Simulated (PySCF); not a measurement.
C5H9 (charge +1).
Z-matrix (Å and degrees, PBE0-D3(BJ)/def2-SVP geometry), rows numbered from 1:
```
C 
C   1  1.3587
C   2  1.4244  1  123.75
C   3  1.4666  2  118.16  1   177.15
C   3  1.4663  2  123.97  1    -2.40
H   1  1.0948  2  120.44  3   179.79
H   1  1.0938  2  122.93  3    -0.12
H   2  1.0941  1  119.08  3  -180.00
H   4  1.1130  3  105.44  2   -85.51
H   4  1.0983  3  113.37  2   158.43
H   4  1.0993  3  113.04  2    29.69
H   5  1.1091  3  106.58  2  -109.43
H   5  1.0944  3  115.92  2    11.69
H   5  1.1030  3  110.11  2   137.95
```

The calculation used delta-SCF UKS SCAN, pcX-2 on the ionised atom, pcseg-1 elsewhere, spin-free X2C in PySCF 2.14.0. Every row has its own mixed basis.

```csv
ionised atom,basis functions,E(ground) (Eh),E(ionised) (Eh)
C1,146,-195.59317,-184.68950
C2,146,-195.59506,-184.69467
C4,146,-195.59184,-184.70524
```

Q: Turn these total energies into binding energies.

A: E(ionised) − E(ground), at 27.2114 eV a hartree:

```
atom                 environment  difference (Eh)  binding energy (eV)
  C1  carbon bonded to C and 2 H         10.90367               296.70
  C2  carbon bonded to 2 C and H         10.90039               296.61
  C4               methyl carbon         10.88660               296.24
```

Q: How much do the ground-state energies differ, and what would follow from using one of them for all holes?

A: They run from -195.5951 Eh (core basis on C2) to -195.5918 Eh (on C4), 0.0033 Eh or 0.09 eV apart, for one and the same state in different bases and grids. Pairing the ion of C4 with the ground state of C2 would put its binding energy 0.09 eV too high.

Only 1s holes are shown. One atom of each set of topologically equivalent atoms was ionised and stands for the set; in this conformer not all members are related by symmetry, and their own values weren't computed. The unrestricted hole states depart most from a pure doublet (⟨S²⟩ = 0.75; over 0.85 named) for C 1s of C1 (0.95), which makes this value less certain. The species carries charge +1, so core ionisation leaves charge +2. Isolated species at its PBE0-D3(BJ)/def2-SVP geometry, gas phase.

Time: 26 s of wall time. Hardware: an Arm Neoverse V2 with one thread, shared host.
